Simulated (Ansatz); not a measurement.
## How far each method lies from full CI for O₂, triplet

Geometry: a PBE0/def2-TZVP stationary point for this spin.

```xyz
2

O     0.0000    0.0000    0.0000
O     0.0000    0.0000    1.1928
```

Basis 6-31G; Ansatz 0.2.0. Only valence electrons are correlated (noble-gas cores frozen), which leaves 12 electrons in 16 orbitals. R marks a restricted (for open shells ROHF) determinant, U an unrestricted one. Active spaces: valence = (12e, 8o) chosen from the atoms' valence shells.

Full CI is exact within this basis and frozen core; it isn't the basis-set limit. The frozen core follows each run's orbitals, which can shift R against U totals by a few meV.

For open shells CISD and CISDTQ are restricted-active-space CI with the open shells as a complete middle space.

```
UHF ⟨S²⟩                          : 2.033
T1 diagnostic (RCCSD)             : 0.0153
largest doubles amplitude (RCCSD) : 0.111
T1 diagnostic (UCCSD)             : 0.0134
```

| level | E − E(full CI) (kJ/mol) | share of correlation (%) | wall time |
| --- | --- | --- | --- |
| RHF | 669.3 | 0.00 | – |
| UHF | 624.4 | 6.70 | – |
| RMP2 | -21.8 | 103.26 | – |
| UMP2 | 11.0 | 98.36 | – |
| RCCSD | 22.3 | 96.67 | – |
| UCCSD | 19.3 | 97.11 | – |
| RCCSD(T) | 5.5 | 99.17 | 0.45 s |
| UCCSD(T) | 5.1 | 99.25 | 0.3 s |
| BCCD(T) | 5.4 | 99.19 | 0.54 s |
| RCCSDT | 5.3 | 99.20 | – |
| UCCSDT | 4.9 | 99.27 | – |
| CISDTQ | 2.4 | 99.64 | 10 s |
| RCCSDT(Q) | -0.1 | 100.02 | 4.2 s |
| UCCSDT(Q) | 0.0 | 100.00 | 3.3 s |
| RCCSDTQ | 0.5 | 99.93 | 48 s |
| UCCSDTQ | 0.3 | 99.95 | 49 s |
| CASSCF (valence space) | 379.1 | 43.36 | – |
| NEVPT2 (valence space) | 75.1 | 88.78 | 0.27 s |
| MRCISD (valence space) | 22.0 | 96.72 | – |
| MRCISD+Q (valence space) | 6.7 | 98.99 | 0.9 s |

The correlation energy at full CI, counted from RHF, is -6.936 eV. That run took 3.2 min on 1 thread of Arm Neoverse V1, shared host over 8,014,464 determinants.

Run but not shown, since their state, orbitals or frozen core can't be matched to the reference's or they repeat it: CISD.

Times hold each run's SCF and search for its determinant on a shared host, so for small cases they say little of a method's own cost; they ran on 1 thread of Arm Neoverse V1.

More than 5 meV below full CI, which no variational method can be: RMP2.

The full-CI state has the irrep B1g of D2h, in the program's axes (one component, if the state is degenerate).

Natural occupations of full CI about the gap: 1.954 1.954 1.951 1.023 1.023 0.049 0.015 0.015 0.012 0.009; effectively unpaired electrons, Σ n²(2−n)², 2.04.

Atomization energy (electronic, same basis, no zero-point term; atoms at the same level, unrestricted beside the R rows where the molecule is a closed shell, with restricted open-shell steps beyond CCSDT(Q)) at full CI: 279.7 kJ/mol. Errors of other levels:

```csv
level,error (kJ/mol)
RHF,-352.5
UHF,-318.6
RMP2,70.2
UMP2,33.7
RCCSD,-20.0
UCCSD,-17.3
RCCSD(T),-5.0
UCCSD(T),-4.8
BCCD(T),-4.9
RCCSDT,-5.2
UCCSDT,-5.0
CISDTQ,-2.3
RCCSDT(Q),0.1
UCCSDT(Q),-0.2
RCCSDTQ,-0.5
UCCSDTQ,-0.5
CASSCF (valence space),-62.3
NEVPT2 (valence space),16.3
MRCISD (valence space),-15.3
MRCISD+Q (valence space),-6.1
```

This basis is far from its limit, so the value isn't to be set against a measured one. Truncated CI isn't size-consistent, which counts against it in atomization.
